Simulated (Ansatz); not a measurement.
Basis sets compared for Li2S⁺ (the lowest doublet isomer of a short search). Total charge 1; doublet. Geometry r2SCAN-D4/def2-TZVP. Ansatz on 4 threads of Arm Neoverse V1 on a shared host; times are rough, and most runs start from earlier orbitals.

```xyz
3

Li    0.675    2.002    0.796
Li   -0.675   -2.002   -0.796
S     0.000    0.000    0.000
```

The structure comes from a short search, and lower isomers may exist.

```csv
level,functions,energy (Eh),HOMO (eV),LUMO (eV),wall time
PBE-D4/def2-SVP,36,-412.7124,-9.50,-9.23,0.35 s
PBE0-D4/def2-SVP,36,-412.7595,-10.67,-7.97,0.4 s
```

Q: Estimate the rows for PBE-D4/def2-TZVP, PBE0-D4/def2-TZVP.

A: 
```
            level  functions  energy (Eh)  HOMO (eV)  LUMO (eV)  wall time
 PBE-D4/def2-TZVP         65    -412.8571      -9.70      -9.33     0.45 s
PBE0-D4/def2-TZVP         65    -412.9016     -10.86      -8.06     0.85 s
```
